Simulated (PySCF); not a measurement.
## TDDFT excited states: C2H7N

Species: ethylamine, C2H7N.
SMILES: `CCN`

Level of theory: PySCF 2.14.0, density-fitted response routines, TDDFT CAM-B3LYP/aug-cc-pVTZ, vertical, gas phase, core orbitals frozen in the response. The structure is a single PBE0-D3(BJ)/def2-TZVP conformer in the gas phase; no vibrational or solvent corrections. Torsions of this conformer, `[CH3:1][CH2:2][NH2:3]`: H–N3–C2–C1 59°, H–N3–C2–C1 -59°.

**Question.** List the vertical singlet excitations with oscillator strengths and describe the spectrum.

**Answer.** 

```
state  λ (nm)  E (eV)       f  |μ| (D)  symmetry  main configurations (H = HOMO, L = LUMO)
   S1   216.1    5.74   0.032     1.20        A′                                 H→L (73%)
   S2   187.8    6.60  0.0048     0.44        A″                               H→L+2 (82%)
   S3   186.2    6.66   0.016     0.79        A′                   H→L+1 (71%), H→L+4 (8%)
   S4   177.3    6.99  0.0028     0.32        A′                    H→L+3 (74%), H→L (12%)
   S5   162.6    7.62   0.031     1.03        A′                  H→L+4 (55%), H→L+7 (24%)
   S6   162.0    7.65  0.0001     0.06         –                  H→L+5 (59%), H→L+6 (30%)
   S7   157.8    7.86  0.0095     0.56        A″                  H→L+6 (55%), H→L+5 (34%)
   S8   155.9    7.95  0.0076     0.50        A′                  H→L+7 (59%), H→L+4 (24%)
   S9   152.4    8.13   0.052     1.30        A′                               H→L+8 (78%)
  S10   147.2    8.42   0.015     0.69        A′                               H→L+9 (80%)
```

Triplets, Tamm–Dancoff:

```json
{"state": "T1", "E (eV)": "5.54", "λ (nm)": "223.7", "main configurations (H = HOMO, L = LUMO)": "H→L (67%), H→L+1 (9%), H→L+9 (8%)"}
{"state": "T2", "E (eV)": "6.54", "λ (nm)": "189.7", "main configurations (H = HOMO, L = LUMO)": "H→L+2 (78%), H→L+6 (8%)"}
{"state": "T3", "E (eV)": "6.61", "λ (nm)": "187.7", "main configurations (H = HOMO, L = LUMO)": "H→L+1 (68%), H→L+4 (8%)"}
{"state": "T4", "E (eV)": "6.84", "λ (nm)": "181.3", "main configurations (H = HOMO, L = LUMO)": "H→L+3 (70%), H→L (11%)"}
```

The lowest singlet comes at 216 nm (554 kJ/mol) in the ultraviolet; it is of moderate strength; its leading configuration is HOMO→LUMO (73%). The strongest level in the table is S9 at 8.13 eV (152 nm, f = 0.052). Löwdin shares by element: HOMO nitrogen 58%, hydrogen 16% or more, carbon 13% or more; LUMO hydrogen 66% or more (atoms not listed hold the other 34%). The oscillator strengths of these states sum to 0.170; summed over the whole spectrum of an exact calculation they would give the number of electrons, 26 (Thomas–Reiche–Kuhn). Orbital energies (eV): HOMO-3 -13.02, HOMO-2 -11.63, HOMO-1 -10.96, HOMO -8.35, LUMO 0.23, LUMO+1 0.64, LUMO+2 0.71. Of the 10 states listed, 5 reach f = 0.01 and 1 stays under 0.0005. Symmetry labels in Cs follow from the direction of the transition dipole and are given only for states with f of 0.002 or more. Singlets were solved by full linear response, triplets in the Tamm–Dancoff approximation.

Time: 18 s wall; peak memory 1.1 GiB. Hardware: Intel Xeon 6975P-C, one thread, no GPU, shared host.
